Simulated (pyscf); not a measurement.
Elementary routes open to H₃C–Cl + ZnH₂ in the gas phase (singlet surface):
A. H₃C–ZnH + HCl (C–Cl, H–Zn broken; C–Zn, Cl–H formed)
B. Cl–CH₂–ZnH + H₂ (C–H, H–Zn broken; C–Zn, H–H formed)

Structures and frequencies: ωB97X-D3(BJ)/def2-SVP in PySCF.

Task: Rank the routes by free-energy barrier at 900 K, lowest first, for ωB97M-D3(BJ)/def2-TZVP energies (ideal gas, 1 atm, RRHO with modes under 100 cm⁻¹ raised to 100, one conformer, R ln 2 for chiral ones without a mode under 150 cm⁻¹).

Result: B (72.5 kcal/mol), A (95.1 kcal/mol)

Route B is the fastest of these, ahead of the next by 22.6 kcal/mol. The most stable products are those of A (ΔG = -14.2 kcal/mol), whose barrier is 22.6 kcal/mol higher: the kinetic and the thermodynamic product differ. At 298 K B is still the fastest. A: On the reactant side the descent ends in a complex, 6.4 kcal/mol under the separated species and 80.4 kcal/mol under the saddle at ωB97X-D3(BJ)/def2-TZVP. On the product side the descent ends in a complex, 4.0 kcal/mol under the separated species and 90.0 kcal/mol under the saddle at ωB97X-D3(BJ)/def2-TZVP. B: On the reactant side the descent ends in a complex (not fully relaxed), 6.4 kcal/mol under the separated species and 52.8 kcal/mol under the saddle at ωB97X-D3(BJ)/def2-TZVP. Only these routes are compared; each barrier is that of the saddle found, and lower ones may exist. A restricted solution here is unstable towards spin polarisation, so biradical character is likely and single-reference numbers are less safe. Elements up to Kr have no core potential and no relativistic terms here.
